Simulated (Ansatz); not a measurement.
**BCl (triplet): B2PLYP, RPA-PBE over vertical spin and charge gaps, 6-31G**

How well do these functionals follow the top wave-function level for BCl (triplet) over vertical spin and charge gaps?

Method: 6-31G, all electrons in the functionals, frozen cores in the correlation of double hybrids and RPA; program: Ansatz 0.2.0, Gaussian basis.

Plan: B2PLYP, RPA-PBE, at charge 0, triplet; charge 0, singlet; charge 0, quintet; charge 1, doublet; charge 1, quartet.

15 further runs of the same task are left out: 3 that didn't finish, 12 set aside as unsound or not needed.

## (1) What is computed

The geometry is a PBE0/def2-TZVP stationary point (not a proven minimum).

2 atoms, charge 0, spin multiplicity 3.

Atoms are counted from 1 here; the program's logs count them from 0.

Bond lengths: B1–Cl2 1.697 Å.

No dispersion term is added.

The geometry shown and the zero of energy belong to the point charge 0, triplet. The yardstick, FCI, and other wave-function levels (R restricted, U unrestricted, valence and pair active spaces) come from earlier runs.

## (2) B2PLYP, charge 0, triplet

in.yaml reads:

```yaml
crystal:
  periodic: [false, false, false]
  atoms:
    - {symbol: B, position_ang: [0.000000, 0.000000, 0.000000]}
    - {symbol: Cl, position_ang: [0.000000, 0.000000, 1.696600]}
basis:
  gaussian: {orbitals: 6-31G}
magnetization: {spin_polarized: true, initial_magnetization: 2}
hamiltonian: {xc: {name: B2PLYP}}
correlation: {electrons: outside_noble_gas}
```

The run is started by

```console
$ ansatz run in.yaml --threads 1 --pin off --events-out ev --progress --plain --max-ram 2393MiB
```

After this run come: B2PLYP, charge 0, singlet; B2PLYP, charge 0, quintet; B2PLYP, charge 1, doublet; B2PLYP, charge 1, quartet; RPA-PBE, charge 0, triplet; RPA-PBE, charge 0, singlet; RPA-PBE, charge 0, quintet; RPA-PBE, charge 1, doublet; RPA-PBE, charge 1, quartet.

Before running them: what should the planned runs give, taken together? Wanted: triplet to singlet, FCI; triplet to quintet, FCI; ionisation to the doublet cation, FCI; ionisation to the quartet cation, FCI; largest miss, B2PLYP; largest miss, RPA-PBE.

The runs gave:

```
                             quantity                                              value
              triplet to singlet, FCI                                     -51.1 kcal/mol
              triplet to quintet, FCI                                     139.6 kcal/mol
ionisation to the doublet cation, FCI                                     167.6 kcal/mol
ionisation to the quartet cation, FCI                                     287.2 kcal/mol
                 largest miss, B2PLYP  +13.0 kcal/mol (ionisation to the quartet cation)
                largest miss, RPA-PBE                 -4.9 kcal/mol (triplet to singlet)
```

**Reading.** Of the functionals, RPA-PBE keep the smallest largest miss at the points compared (at most 4.9 kcal/mol) and B2PLYP strays most (13.0 kcal/mol, at ionisation to the quartet cation). Functionals and the yardstick converge differently with the basis, so part of each miss in 6-31G is the basis.
